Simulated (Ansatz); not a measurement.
Consider the atomization: `[AlH2][NH][AlH2]` → 2 Al• + 5 H• + N•.

Program: Ansatz. Geometries: PBE0-D4/def2-TZVP. ΔE: electronic, gas phase. CCSD(T)/CBS adds triple-zeta CCSD(T) − MP2 to the extrapolated MP2 energy (def2 sets, frozen cores). This one scheme is used for every species, atoms too. DFT in def2-TZVPP. No spin–orbit coupling; open shells (•) take unrestricted orbitals. Spin–orbit coupling would lower the free atoms: a little for Al.

Question: What is ΔE at CCSD(T)/CBS? (An estimate is asked.)

Answer: Ansatz gave: +548.3 kcal/mol.

Question: What do these levels give: r2SCAN-D4, r2SCAN, r2SCANh, MP2/def2-QZVPP, SCS-MP2/def2-QZVPP, MP2/CBS(def2)? (Best estimate.)

Answer: Ansatz gave: r2SCAN-D4 544.3, r2SCAN 543.5, r2SCANh 540.5, MP2/def2-QZVPP 543.0, SCS-MP2/def2-QZVPP 551.2, MP2/CBS(def2) 549.3 kcal/mol.

Largest T1 diagnostic among the species: 0.018.

From PBE to PBE0 (25 % exact exchange), in def2-TZVPP and without D4, ΔE moves by −4.4 kcal/mol: exact exchange takes away binding that semilocal exchange gives to molecules. At CCSD(T), def2-SVP lies −37.4 kcal/mol from the extrapolated value and def2-TZVPP −16.1 kcal/mol: correlation converges slowly with the basis, and small sets miss more of it in the bonded molecule than in its fragments. In def2-TZVPP, CCSD(T) changes the Hartree–Fock value by +132.8 kcal/mol (the triples alone add +5.9 kcal/mol) and MP2 by +133.8 kcal/mol; breaking electron pairs costs correlation energy, which Hartree–Fock lacks.

For atomizations the MP2-based limit and the directly extrapolated one differ by several kJ/mol either way, and by 10 to 25 for some Ge, Se and Sn compounds, so smaller differences from it don't rank the levels.
